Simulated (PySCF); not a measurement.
**A survey of ¹⁵N NMR shifts**

Computed data (PySCF): shieldings: GIAO PBE0/pcSseg-1, geometry: GFN2-xTB. No solvent, fast rotation and ring inversion assumed for equivalent nuclei, one conformer, non-relativistic Hamiltonian.

Shieldings were converted by a linear fit to measured shifts: ¹⁵N: δ = -148.07 − 0.921σ (rms 6.3 ppm, 71 shifts vs CH3NO2, solution or neat liquid). A few per cent of atoms miss by over 2 rms, more outside the fitted compound classes.

Question: Give the ¹⁵N shifts of `[SiH3]c1nnn2ccccc12`, `[SiH3]c1cccc2nn[nH]c12`, `C#CC[Si](C)(C)O[SiH2]N`.

Answer: 
```
                                                      compound                             environment  δ (ppm)
[SiH3:1][c:2]1[n:3][n:4][n:5]2[cH:6][cH:7][cH:8][cH:9][c:10]12  N3: pyridine-type nitrogen of an azole    -13.3
[SiH3:1][c:2]1[n:3][n:4][n:5]2[cH:6][cH:7][cH:8][cH:9][c:10]12  N4: pyridine-type nitrogen of an azole    -44.9
[SiH3:1][c:2]1[n:3][n:4][n:5]2[cH:6][cH:7][cH:8][cH:9][c:10]12          N5: pyrrole-type ring nitrogen   -130.1
[SiH3:1][c:2]1[cH:3][cH:4][cH:5][c:6]2[n:7][n:8][nH:9][c:10]12  N8: pyridine-type nitrogen of an azole    -13.5
[SiH3:1][c:2]1[cH:3][cH:4][cH:5][c:6]2[n:7][n:8][nH:9][c:10]12  N7: pyridine-type nitrogen of an azole    -45.1
[SiH3:1][c:2]1[cH:3][cH:4][cH:5][c:6]2[n:7][n:8][nH:9][c:10]12          N9: pyrrole-type ring nitrogen   -178.2
                                        C#CC[Si](C)(C)O[SiH2]N              nitrogen bonded to Si, 2 H   -373.5
```

Question: Order these by ¹⁵N shift, lowest first.
A. C=N[SiH2][SiH2]C(C)(C)C=O
B. C#C[Si@H](C#N)[SiH2]C(Cl)Cl
C. C[SiH](C)/C=C\C(=O)N[SiH3]
D. N#CCF
E. CC(=O)[C@@H]1C[C@@H]1N([SiH3])[SiH3]

Answer: E (-383.5 ppm, nitrogen bonded to C, 2 Si), C (-284.6 ppm, amide-type nitrogen), D (-100.4 ppm, nitrile nitrogen), B (-56.4 ppm, nitrile nitrogen), A (-31.5 ppm, imine nitrogen).
